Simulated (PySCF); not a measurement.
Potential energy curve for ClF, singlet.

RKS-B3LYP = restricted B3LYP/cc-pVTZ run with PySCF; UKS-BLYP = unrestricted BLYP/cc-pVTZ run with PySCF; RKS-TPSSh = restricted TPSSh/cc-pVTZ (PySCF 2.14.0).

Magnitude of the dipole moment (D; its direction can reverse along the curve, and a method can change to another solution) and Mulliken charge of the fragment that holds Cl1:

```
R / Å  μ RKS-B3LYP  q RKS-B3LYP  μ UKS-BLYP  q UKS-BLYP  μ RKS-TPSSh  q RKS-TPSSh
-----  -----------  -----------  ----------  ----------  -----------  -----------
1.21          0.94        -0.02        0.97       -0.04         1.00        -0.03
1.28          0.50         0.06        0.55        0.05         0.57         0.05
1.39          0.07         0.14        0.01        0.13         0.00         0.13
1.46          0.37         0.17        0.30        0.16         0.30         0.16
1.53          0.63         0.19        0.55        0.18         0.55         0.18
1.58          0.79         0.20        0.71        0.19         0.71         0.19
1.62          0.91         0.21        0.82        0.20         0.83         0.19
1.65          0.99         0.21        0.90        0.20         0.91         0.19
1.70          1.12         0.22        1.01        0.20         1.03         0.20
1.78          1.29         0.22        1.18        0.21         1.20         0.20
1.86          1.44         0.22        1.32        0.21         1.34         0.21
2.00          1.65         0.22        1.52        0.20         1.54         0.20
2.21          1.88         0.20        1.68        0.18         1.74         0.19
2.43          2.06         0.19        1.74        0.16         1.89         0.17
2.69          2.20         0.17        1.74        0.14         2.01         0.15
2.90          2.29         0.16        1.67        0.12         2.08         0.14
3.26          2.42         0.15        1.55        0.10         2.18         0.13
3.60          2.52         0.14        1.34        0.08         2.28         0.13
3.95          2.64         0.14        1.19        0.06         2.38         0.12
4.37          2.81         0.13        1.08        0.05         2.52         0.12
4.81          2.99         0.13        1.03        0.04         2.68         0.12
5.73          3.40         0.12        1.08        0.04         3.04         0.11
6.51          3.75         0.12        1.19        0.04         3.36         0.11
```

At the longest distance RKS-B3LYP, RKS-TPSSh leaves fractional charges on the fragments, a sign of delocalisation error or of the restricted form. The restricted form behind RKS-B3LYP, RKS-TPSSh keeps the bonding electrons paired and can't separate into open-shell fragments. The unrestricted determinant behind UKS-BLYP is spin-contaminated at 2.21 to 6.51 Å (<S²> up to 1.0, against 0.00 for a pure singlet).
